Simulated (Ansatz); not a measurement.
A displaced shape of doublet NO2:

```yaml
atoms:
  - { symbol: N, position_ang: [-0.0496, -0.0014, -0.3088] }
  - { symbol: O, position_ang: [0.0135, 1.0455, 0.1458] }
  - { symbol: O, position_ang: [-0.0122, -1.0447, 0.1425] }
```

It was optimised with HF/def2-SVP in Ansatz (development build ahead of 0.2.0) to forces under 0.001 eV/Å, with unrestricted orbitals. Each step stands on the lowest determinant of that kind that the program's search found.

Q: What shape does it relax to, and how does the optimisation go?

A:

```xyz
3

N    -0.0474    0.0005   -0.2887
O     0.0126    1.0718    0.1354
O    -0.0136   -1.0729    0.1328
```

Bond lengths: N1–O2 1.154 Å, N1–O3 1.154 Å. Angles: O2–N1–O3 136.7°.

```
step  E − E(start) (eV)  largest force (eV/Å)
   1             0.0000                2.4228
   2            -0.0488                0.8073
   3            -0.0563                0.4525
   4            -0.0584                0.0303
   5            -0.0584                0.0030
   6            -0.0584                0.0003
```

The optimisation ended after 6 steps with its threshold met.
